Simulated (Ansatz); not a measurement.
## A ladder of methods for [BPH5]− (SMILES [BH3-]P)

[BPH5]−: 7 atoms, total charge -1, spin state singlet. As SMILES, `[BH3-]P`. The coordinates come from a GFN2-xTB relaxation.

```xyz
7

B    -0.5061   -0.5199   -0.3638
P     0.6975    0.3002    0.9953
H    -1.5844   -0.6442    0.1744
H    -0.0274   -1.6012   -0.6273
H    -0.5575    0.2056   -1.3303
H     0.2191    1.5995    0.9711
H     1.7588    0.6600    0.1807
```

Each level gives the energy change with the P2–H6 bond stretched from 1.385 to 3.462 Å (eV). The values are calculated.

| level | kind | program | value (eV) | less FCI/STO-3G | CPU time (all runs) |
| --- | --- | --- | --- | --- | --- |
| HF/STO-3G (restricted) | Hartree–Fock | Ansatz | 8.47 | +4.02 | 0.16 s |
| SVWN5/STO-3G (restricted) | LDA | Ansatz | 5.88 | +1.43 | 1.4 s |
| PBE/STO-3G (restricted) | GGA | Ansatz | 5.54 | +1.09 | 2.1 s |
| r2SCAN/STO-3G (restricted) | meta-GGA | Ansatz | 5.92 | +1.47 | 4.7 s |
| HSE06/STO-3G (restricted) | range-separated hybrid | Ansatz | 6.42 | +1.97 | 2.5 s |
| RPA@PBE/STO-3G (restricted) | RPA | Ansatz | 4.85 | +0.40 | 3.1 s |
| CCSD/STO-3G (restricted) | coupled cluster or CI | Ansatz | 4.50 | +0.05 | 0.25 s |
| FCI/STO-3G | exact in the basis | Ansatz | 4.45 | 0.00 | 20 s |

FCI/STO-3G is exact within its basis and frozen core, so for wave-function methods in that basis the difference is their error; functionals converge differently with the basis, so for them it is only a difference. A spin-restricted reference rises too steeply as a bond breaks; here HF/STO-3G, SVWN5/STO-3G, PBE/STO-3G, r2SCAN/STO-3G, HSE06/STO-3G lie well above the multireference or unrestricted value. Sets without diffuse functions describe the anion poorly. The first shape isn't each level's own minimum. The values span 4.45 to 8.47 eV. All rows use very small basis sets, so none should be taken for the real molecule's value. In so small a basis fixed costs decide the times, and correlated methods can beat functionals. CPU times are rough (shared hosts, several kinds of processor and program).
